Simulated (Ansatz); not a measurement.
The input, for Ansatz 0.2.0:

```yaml
crystal:
  periodic: [false, false, false]
  atoms:
    - {symbol: I, position_ang: [0.000000, -0.022913, 0.000000]}
    - {symbol: H, position_ang: [0.000000, 1.442415, -1.490088]}
    - {symbol: H, position_ang: [0.000000, 1.442476, 1.490029]}
basis:
  gaussian: {orbitals: def2-SVPD}
total_charge: 1
magnetization: {spin_polarized: false}
correlation: {method: bccd_t, electrons: all}
accuracy: high
output: {forces: true}
```

```sh
$ ansatz run in.yaml --threads 1 --pin off --events-out ev --progress --plain --max-ram 2393MiB
```

Output:

```
1119 factors; integrals over basis functions are off by at most 3.2e-9 eV
mean field evaluation 1: about -8090.6977 eV, gradient 1.6e1 eV
mean field evaluation 2: about -8090.6979 eV, gradient 1.6e1 eV
mean field evaluation 4: about -8092.0231 eV, gradient 1.5e0 eV
mean field evaluation 8: about -8092.0406 eV, gradient 4.0e-5 eV
mean field evaluation 16: about -8090.6962 eV, gradient 1.6e1 eV
mean field -8092.04060690 eV, -297.3770073214 hartree, gradient 2.0e-8 eV, S^2 0.000000; 0 other end points of the search recorded, 0 dependent functions left out; unrestricted orbitals would lower it
reference -8092.04060690 eV, -297.3770073214 hartree; 13, 13 occupied and 38, 38 virtual orbitals, 1119 factors
second order -4.54436691 eV of doubles, -0.00000000 eV of singles
cycle   1  -4.90021996 eV  change   -3.6e-1 eV  update   7.5e-2
cycle   2  -5.14410871 eV  change   -2.4e-1 eV  update   3.5e-2
cycle   3  -5.19086672 eV  change   -4.7e-2 eV  update   1.5e-2
cycle   4  -5.19266616 eV  change   -1.8e-3 eV  update   4.2e-3
cycle   5  -5.19424888 eV  change   -1.6e-3 eV  update   1.7e-3
cycle   6  -5.19415844 eV  change    9.0e-5 eV  update   6.4e-4
cycle   7  -5.19392116 eV  change    2.4e-4 eV  update   1.6e-4
cycle   8  -5.19396992 eV  change   -4.9e-5 eV  update   4.9e-5
cycle   9  -5.19397276 eV  change   -2.8e-6 eV  update   1.6e-5
cycle  10  -5.19396843 eV  change    4.3e-6 eV  update   5.2e-6
cycle  11  -5.19397174 eV  change   -3.3e-6 eV  update   1.5e-6
cycle  12  -5.19397150 eV  change    2.4e-7 eV  update   5.1e-7
cycle  13  -5.19397205 eV  change   -5.5e-7 eV  update   2.1e-7
cycle  14  -5.19397192 eV  change    1.3e-7 eV  update   8.7e-8
cycle  15  -5.19397194 eV  change   -2.0e-8 eV  update   3.3e-8
cycle  16  -5.19397192 eV  change    1.8e-8 eV  update   2.9e-8
cycle  17  -5.19397125 eV  change    6.7e-7 eV  update   1.5e-7
cycle  18  -5.19397113 eV  change    1.2e-7 eV  update   5.8e-8
cycle  19  -5.19397110 eV  change    3.3e-8 eV  update   1.3e-8
cycle  20  -5.19397109 eV  change    3.5e-9 eV  update   4.5e-9
cycle  21  -5.19397109 eV  change   5.7e-10 eV  update   1.7e-9
perturbative correction -0.17708330 eV, -0.0065076913 hartree
the calculation of the forces begins
Total energy: -8097.41166129 eV, -297.5743899298 hartree
Atom 0 at     0.000000    -0.022913     0.000000 Å, force    -0.000000     4.098831    -0.000084 eV/Å
Atom 1 at     0.000000     1.442415    -1.490088 Å, force     0.000000    -2.049371     2.150708 eV/Å
Atom 2 at     0.000000     1.442476     1.490029 Å, force     0.000000    -2.049459    -2.150624 eV/Å
Dipole moment:    -0.000000     0.424916    -0.000009 e Å
```

Forces (eV/Å):
```
I    0.000  4.099  0.000
H    0.000 -2.049  2.151
H    0.000 -2.049 -2.151
```

Ran on 1 thread of Arm Neoverse N1, shared host: 35 s wall, 0.35 GiB peak host memory.
